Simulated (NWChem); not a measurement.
# triplet C2H3ClO: levels of theory compared

We compute a comparison of 3 runs (UHF/cc-pVDZ, UPBE/cc-pVDZ, UMP2/cc-pVDZ) of triplet C2H3ClO. 

Program for the calculation: NWChem 7.3.0.

2 further runs of the same task are left out: 1 that didn't finish, 1 set aside as unsound or not needed.

## Step 1: The molecule

C2H3ClO has 7 atoms, charge 0, and is taken as a triplet. As SMILES of the parent species, `CC(=O)Cl`. The coordinates come from a PBE0-D4/def2-TZVP relaxation. That shape belongs to the parent species and isn't relaxed for this state.

Bond lengths: C1–C2 1.491 Å, C2–O3 1.179 Å, C2–Cl4 1.794 Å, C1–H5 1.089 Å, C1–H6 1.091 Å, C1–H7 1.091 Å. Angles: C1–C2–O3 127.8°, C1–C2–Cl4 111.8°, O3–C2–Cl4 120.4°, C2–C1–H5 109.4°, C2–C1–H6 109.4°, C2–C1–H7 109.4°, H5–C1–H6 110.6°, H5–C1–H7 110.6°, H6–C1–H7 107.3°.

## Step 2: A single-point energy at UHF/cc-pVDZ (run 1)

Contents of struct.nw:

```
start struct
title "C2H3ClO"
memory total 2200 mb

geometry noautosym nocenter noautoz
  C        0.144710       0.666770       0.108700
  C        0.017280      -0.815930       0.021550
  O        0.681540      -1.630880       0.555040
  Cl      -1.337090      -1.306820      -1.047030
  H        0.973300       0.921250       0.767410
  H       -0.788440       1.089970       0.484050
  H        0.308710       1.075650      -0.889730
end

basis spherical bse
  * library cc-pVDZ
end

scf
  triplet
  uhf
  thresh 1e-08
  maxiter 80
  noprint "final vectors analysis"
end

task scf energy
```

The run is started by

```bash
$ nwchem struct.nw > struct.out
```

The program printed:

```text
[...]
  functions       =    75
[...]
  wavefunction    = UHF
[...]
         Total SCF energy =   -611.723166355706
      One electron energy =  -1139.394636453615
      Two electron energy =    378.013234557457
 Nuclear repulsion energy =    149.658235540452
                       Sz =      1.0000
                 Sz(Sz+1) =      2.0000
                      S^2 =      2.0203
[...]
```

It took 54 s on 1 thread of Intel Xeon Platinum 8488C (Sapphire Rapids), shared host; peak memory 0.099 GiB.

## Step 3: A single-point energy at UPBE/cc-pVDZ (run 2)

Contents of run.py:

```python
from ase import Atoms
from ase.calculators.nwchem import NWChem

atoms = Atoms('CCOClHHH', positions=[
    [0.144710, 0.666770, 0.108700],
    [0.017280, -0.815930, 0.021550],
    [0.681540, -1.630880, 0.555040],
    [-1.337090, -1.306820, -1.047030],
    [0.973300, 0.921250, 0.767410],
    [-0.788440, 1.089970, 0.484050],
    [0.308710, 1.075650, -0.889730],
])

calc = NWChem(
    label='a',
    theory='dft',
    memory='2200 mb',
    basis='cc-pVDZ',
    basispar='spherical bse',
    dft={'xc': 'xpbe96 cpbe96', 'mult': '3', 'grid': 'xfine', 'convergence': 'energy 1e-08', 'iterations': '100', 'mulliken': None},
    task='energy',
)
atoms.calc = calc

print("Total energy (eV):", round(atoms.get_potential_energy(), 6))
```

The run is started by

```bash
$ export ASE_NWCHEM_COMMAND="nwchem PREFIX.nwi > PREFIX.nwo"
$ python run.py
```

The program printed:

```text
Total energy (eV): -16678.403602
```

The calculator wrote a.nwi:

```
title "a"

permanent_dir a

scratch_dir a

start a

geometry units angstrom nocenter noautosym noautoz
  C  1.4471000000000001e-01 6.6676999999999997e-01 1.0870000000000000e-01
  C  1.7280000000000000e-02 -8.1593000000000004e-01 2.1550000000000000e-02
  O  6.8154000000000003e-01 -1.6308800000000001e+00 5.5503999999999998e-01
  Cl -1.3370899999999999e+00 -1.3068200000000001e+00 -1.0470299999999999e+00
  H  9.7330000000000005e-01 9.2125000000000001e-01 7.6741000000000004e-01
  H  -7.8844000000000003e-01 1.0899700000000001e+00 4.8404999999999998e-01
  H  3.0870999999999998e-01 1.0756500000000000e+00 -8.8973000000000002e-01
end

memory 2200 mb

basis spherical bse noprint
   * library cc-pVDZ
end

dft
  xc xpbe96 cpbe96
  mult 3
  grid xfine
  convergence energy 1e-08
  iterations 100
  mulliken
end

task dft energy
```

a.nwo:

```text
Northwest Computational Chemistry Package (NWChem) 7.3.0
             --------------------------------------------------------

           Job information
           ---------------

    nwchem branch   = 7.3.0
    use scalapack   = T
    input           = a.nwi
    prefix          = a.
    data base       = a/a.db
    status          = startup
    nproc           =        1

           Memory information
           ------------------

    heap     =     72089598 doubles =      550.0 Mbytes
    stack    =     72089595 doubles =      550.0 Mbytes
    global   =    144179200 doubles =     1100.0 Mbytes (distinct from heap & stack)
    total    =    288358393 doubles =     2200.0 Mbytes
    verify   = yes
    hardfail = no

[... 111 lines left out ...]
  convergence criterion.
[... 17 lines left out ...]
          Convergence on gradient requested:  5.00D-04
[... 24 lines left out ...]
          Convergence aids based upon iterative change in
[... 28 lines left out ...]
 1-e energy   =   -1137.917106
[... 57 lines left out ...]
         Total DFT energy =     -612.920032346336
[... 2 lines left out ...]
    Exchange-Corr. energy =      -48.445923323429
[... 531 lines left out ...]
                     DFT Final Beta Molecular Orbital Analysis
[... 620 lines left out ...]
 center of mass
 --------------
 x =  -0.80966244 y =  -1.70739650 z =  -0.62536082

 moments of inertia (a.u.)
 ------------------
         327.243514806126         -51.761320469099        -157.958878908703
         -51.761320469099         335.894850981731         -39.242371950673
        -157.958878908703         -39.242371950673         402.470883189445

     Multipole analysis of the density
     ---------------------------------

     L   x y z        total         alpha         beta         nuclear
     -   - - -        -----         -----         ----         -------
     0   0 0 0     -0.000000    -21.000000    -19.000000     40.000000

     1   1 0 0      0.057913     14.790723     15.148860    -29.881670
[... 8 lines of this table left out ...]
     2   0 0 2    -22.507512    -54.132034    -49.758958     81.383480

 Task  times  cpu:       62.5s     wall:       62.5s
 Total times  cpu:       62.5s     wall:       62.5s
```

Wall time 64 s (1 thread of Intel Xeon Platinum 8488C (Sapphire Rapids), shared host); peak memory 0.13 GiB.

## Step 4: A single-point energy at UMP2/cc-pVDZ (run 3)

Contents of run.py:

```python
from ase import Atoms
from ase.calculators.nwchem import NWChem

mol = Atoms(['C', 'C', 'O', 'Cl', 'H', 'H', 'H'], positions=[
    [0.144710, 0.666770, 0.108700],
    [0.017280, -0.815930, 0.021550],
    [0.681540, -1.630880, 0.555040],
    [-1.337090, -1.306820, -1.047030],
    [0.973300, 0.921250, 0.767410],
    [-0.788440, 1.089970, 0.484050],
    [0.308710, 1.075650, -0.889730],
])

calc = NWChem(
    label='c2h3clo',
    theory='mp2',
    memory='2200 mb',
    basis='cc-pVDZ',
    basispar='spherical bse',
    scf={'nopen': '2', 'uhf': None, 'thresh': '1e-08', 'maxiter': '80'},
    mp2={'freeze': 'core 8', 'tight': None},
    task='energy',
)
mol.calc = calc

print(f"energy = {mol.get_potential_energy():.6f} eV")
```

The run is started by

```bash
$ export ASE_NWCHEM_COMMAND="nwchem PREFIX.nwi > PREFIX.nwo"
$ python run.py
```

The program printed:

```text
energy = -16660.333841 eV
```

The calculator wrote c2h3clo.nwi:

```
title "c2h3clo"

permanent_dir c2h3clo

scratch_dir c2h3clo

start c2h3clo

geometry units angstrom nocenter noautosym noautoz
  C  1.4471000000000001e-01 6.6676999999999997e-01 1.0870000000000000e-01
  C  1.7280000000000000e-02 -8.1593000000000004e-01 2.1550000000000000e-02
  O  6.8154000000000003e-01 -1.6308800000000001e+00 5.5503999999999998e-01
  Cl -1.3370899999999999e+00 -1.3068200000000001e+00 -1.0470299999999999e+00
  H  9.7330000000000005e-01 9.2125000000000001e-01 7.6741000000000004e-01
  H  -7.8844000000000003e-01 1.0899700000000001e+00 4.8404999999999998e-01
  H  3.0870999999999998e-01 1.0756500000000000e+00 -8.8973000000000002e-01
end

memory 2200 mb

basis spherical bse noprint
   * library cc-pVDZ
end

scf
  nopen 2
  uhf
  thresh 1e-08
  maxiter 80
end
mp2
  freeze core 8
  tight
end

task mp2 energy
```

c2h3clo.nwo:

```text
Northwest Computational Chemistry Package (NWChem) 7.3.0
             --------------------------------------------------------

           Job information
           ---------------

    nwchem branch   = 7.3.0
    use scalapack   = T
    input           = c2h3clo.nwi
    prefix          = c2h3clo.
    data base       = c2h3clo/c2h3clo.db
    status          = startup
    nproc           =        1

           Memory information
           ------------------

    heap     =     72089598 doubles =      550.0 Mbytes
    stack    =     72089595 doubles =      550.0 Mbytes
    global   =    144179200 doubles =     1100.0 Mbytes (distinct from heap & stack)
    total    =    288358393 doubles =     2200.0 Mbytes
    verify   = yes
    hardfail = no

[... 138 lines left out ...]
 Convergence threshold     :          1.000E-08
[... 15 lines left out ...]
       Final UHF  results
[... 3 lines left out ...]
      One electron energy =  -1139.394636453240
[... 1 line left out ...]
 Nuclear repulsion energy =    149.658235540452
[... 43 lines left out ...]
          Final beta eigenvalues
[... 208 lines left out ...]
                     UHF Final Beta Molecular Orbital Analysis
[... 294 lines left out ...]
          -------------------------------------------
          SCF energy                -611.723166355450
          Correlation energy          -0.532814522096
          Singlet pairs                0.000000000000
          Triplet pairs                0.000000000000
          Total MP2 energy          -612.255980877546
          -------------------------------------------

          ---------------------------------------------------
                    Spin Component Scaled (SCS) MP2
          Same spin pairs                     -0.137937806084
          Same spin scaling factor             0.333333333333
          Opposite spin pairs                 -0.394876716012
          Opposite spin scaling fact.          1.200000000000
          SCS-MP2 correlation energy          -0.519831327909
          Total SCS-MP2 energy              -612.242997683358
          ---------------------------------------------------

 -----------------------
 Task  times  cpu:       60.7s     wall:       60.7s
 Total times  cpu:       60.7s     wall:       60.7s
```

It took 62 s on 1 thread of Intel Xeon Platinum 8488C (Sapphire Rapids), shared host; peak memory 0.17 GiB.

## Step 5: All runs side by side

```
run         level  iteration cap  module  energy (Eh)  dipole moment (D)   ⟨S²⟩  wall time
  1   UHF/cc-pVDZ             80     scf  -611.723166               1.82  2.020       54 s
  2  UPBE/cc-pVDZ            100     dft  -612.920032               1.63  2.003       64 s
  3  UMP2/cc-pVDZ             80     mp2  -612.255981                  –  2.020       62 s
```

## Step 6: Summary of results

```
                                                         quantity          value
                                              run 3: total energy  -612.25598 Eh
run 3: HOMO energy (Hartree–Fock orbitals) (highest over α and β)       -7.58 eV
 run 3: LUMO energy (Hartree–Fock orbitals) (lowest over α and β)        0.47 eV
               run 3: correlation energy (8 core orbitals frozen)     -532.8 mEh
                         run 3: ⟨S²⟩ of the reference determinant          2.020
```

All runs together took 3 min, the longest 64 s.
